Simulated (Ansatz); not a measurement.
Ansatz (a program for electronic structure) input (PBE/def2-SVP):

Ansatz 0.2 input:
```yaml
crystal:
  periodic: [false, false, false]
  atoms:
    - {symbol: P, position_ang: [0.00293147, 0.00160888, 0.12817703]}
    - {symbol: H, position_ang: [-0.00384980, 1.18388197, -0.65609339]}
    - {symbol: H, position_ang: [1.01199153, -0.61366513, -0.65676338]}
    - {symbol: H, position_ang: [-1.05211382, -0.59435001, -0.60979871]}
basis:
  gaussian:
    orbitals: def2-SVP
hamiltonian:
  xc: {name: PBE}
magnetization: {spin_polarized: false}
```

Output:

```
Functional definition: PBE
integrals: 0.00 GiB planned
381 factors; their error is unknown
mean field: 0.08 GiB planned
mean field evaluation 1: about -9329.2060 eV, gradient 1.1e1 eV
mean field evaluation 2: about -9329.4782 eV, gradient 8.6e0 eV
mean field evaluation 4: about -9329.7225 eV, gradient 4.1e-1 eV
mean field evaluation 8: about -9329.7177 eV, gradient 2.7e-4 eV
mean field -9329.71771340 eV, -342.8608020578 hartree, gradient 4.0e-6 eV, S^2 0.000000; 0 other end points of the search recorded, 0 dependent functions left out
reference -9329.71773298 eV, -342.8608027770 hartree; 9, 9 occupied and 24, 24 virtual orbitals, 381 factors
Total energy: -9329.71773298 eV, -342.8608027770 hartree
```
